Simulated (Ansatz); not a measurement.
A calculation with Ansatz (development build ahead of 0.2.0).

```yaml
crystal:
  periodic: [false, false, false]
  atoms:
    - { symbol: "N", position_ang: [0.0, 0.0, 0.0] }
    - { symbol: C, position_ang: [0.0, 0.0, 3.504] }
    - { symbol: "N", position_ang: [0.0, 1.3716, -0.3675] }
basis:
  gaussian: { orbitals: pcseg-2 }
total_charge: 1
magnetization:
  initial_magnetization: 3
hamiltonian:
  xc: pbe0
```

The input is written out in the form of the current development build from the run's settings.

Output:

- Converged: yes
- Total energy: -146.61225 hartree
- Spin squared of the determinant: 3.750
- Stability test: minimum among restricted orbitals

Caution: stretched shape with no unrestricted run beside it, a lower state can exist; charge can spread falsely over distant fragments; other spin multiplicities may lie lower.
